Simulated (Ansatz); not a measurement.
## Rh (model structure, started from the diamond type, Fd-3m, No. 227, 2 atoms in the cell)

Level of theory: r²SCAN in Ansatz (plane waves, PAW).

Run with plane-wave cutoff 500 eV, 24×24×24 k mesh, Fermi–Dirac smearing 0.1 eV, no spin polarisation, scalar-relativistic PAW data made under PBE.

Cell (relaxed at this level):

```cif
data_Rh8
_chemical_formula_sum 'Rh8'
_space_group_name_H-M_alt 'Fd-3m :1'
_space_group_IT_number 227
_space_group_name_Hall 'F 4d 2 3 -1d'
_cell_length_a 5.46378
_cell_length_b 5.46378
_cell_length_c 5.46378
_cell_angle_alpha 90.000
_cell_angle_beta 90.000
_cell_angle_gamma 90.000
loop_
_atom_site_label
_atom_site_type_symbol
_atom_site_symmetry_multiplicity
_atom_site_Wyckoff_symbol
_atom_site_fract_x
_atom_site_fract_y
_atom_site_fract_z
_atom_site_occupancy
Rh1 Rh 8 a 0.00000 0.00000 0.00000 1
```
(The calculation used a cell of 2 atoms; values per cell refer to that cell.)

For Rh (model structure, started from the diamond type, Fd-3m, No. 227, 2 atoms in the cell), the band gap is zero (no gap).

Note: the relaxation could raise the start's symmetry but not lower it, so the cell can be a saddle point.

Spin–orbit coupling is not included.

The result took about 80 core-seconds (a rough figure).

A model structure was made by putting elements into a prototype or built by hand; it is no filed structure, need not be a known phase, and can be a saddle point held by its symmetry.

Ansatz is a program for electronic structure.
